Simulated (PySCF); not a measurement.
Geometries of 5 isomers of C4H7F, from PBE0-D3(BJ)/def2-SVP geometry optimisation, gas phase in PySCF. One conformer each, no zero-point energy, no frequencies.

**Question.** Which isomer lies lowest at this level?
A.
```xyz
12
angstrom
C      1.931   -0.004    0.474
C      0.873   -0.389   -0.236
C     -0.531   -0.399    0.284
C     -1.463    0.488   -0.517
F     -0.552    0.013    1.599
H      1.815    0.325    1.509
H      2.936   -0.011    0.046
H      0.988   -0.723   -1.274
H     -0.910   -1.440    0.266
H     -2.479    0.445   -0.100
H     -1.502    0.166   -1.568
H     -1.108    1.529   -0.484
```
B.
```xyz
12
angstrom
C      1.499    0.305    0.213
C      0.026    0.482    0.012
C     -0.855   -0.716    0.170
C     -0.468    1.682   -0.297
F     -1.774    1.898   -0.486
H      2.054    1.243    0.069
H      1.716   -0.066    1.229
H      1.904   -0.442   -0.491
H     -1.908   -0.472   -0.020
H     -0.552   -1.518   -0.524
H     -0.772   -1.131    1.189
H      0.130    2.589   -0.425
```
C.
```xyz
12
angstrom
C      1.423    0.354   -0.436
C      0.171   -0.404   -0.121
F      0.331   -1.746   -0.337
C     -1.187    0.131   -0.415
C     -0.725   -0.047    1.014
H      1.693    0.227   -1.495
H      1.289    1.426   -0.238
H      2.257   -0.013    0.181
H     -1.920   -0.585   -0.796
H     -1.276    1.142   -0.822
H     -1.151   -0.884    1.574
H     -0.491    0.838    1.613
```
D.
```xyz
12
angstrom
C      0.119    1.171   -1.000
C      0.042    0.152   -0.142
C      1.123   -0.868    0.048
C     -1.173   -0.048    0.714
F     -2.144    0.883    0.477
H     -0.705    1.880   -1.099
H      1.004    1.317   -1.625
H      1.448   -0.918    1.101
H      0.771   -1.878   -0.223
H      2.002   -0.635   -0.569
H     -1.595   -1.056    0.536
H     -0.892    0.001    1.783
```
E.
```xyz
12
angstrom
C     -1.999    0.121   -0.175
C     -0.787   -0.411   -0.336
C      0.493    0.361   -0.396
C      1.510   -0.103    0.627
F      1.816   -1.428    0.420
H     -2.895   -0.504   -0.139
H     -2.143    1.203   -0.079
H     -0.684   -1.498   -0.426
H      0.946    0.250   -1.397
H      0.304    1.437   -0.245
H      2.441    0.485    0.547
H      1.113    0.004    1.651
```

**Answer.** B. That is `CC(C)=CF`, 3.9 kcal/mol below the next.

| SMILES | atoms numbered as above | E (Eh) | relative (kcal/mol) | relative (kJ/mol) | dipole (D) |
| --- | --- | --- | --- | --- | --- |
| CC(C)=CF | [CH3:1][C:2]([CH3:3])=[CH:4][F:5] | -255.98904 | 0.0 | 0.0 | 1.54 |
| C=C[C@H](C)F | [CH2:1]=[CH:2][C@H:3]([CH3:4])[F:5] | -255.98282 | 3.9 | 16.3 | 1.68 |
| CC1(F)CC1 | [CH3:1][C:2]1([F:3])[CH2:4][CH2:5]1 | -255.98276 | 3.9 | 16.5 | 1.61 |
| C=C(C)CF | [CH2:1]=[C:2]([CH3:3])[CH2:4][F:5] | -255.98202 | 4.4 | 18.4 | 1.93 |
| C=CCCF | [CH2:1]=[CH:2][CH2:3][CH2:4][F:5] | -255.97739 | 7.3 | 30.6 | 1.59 |
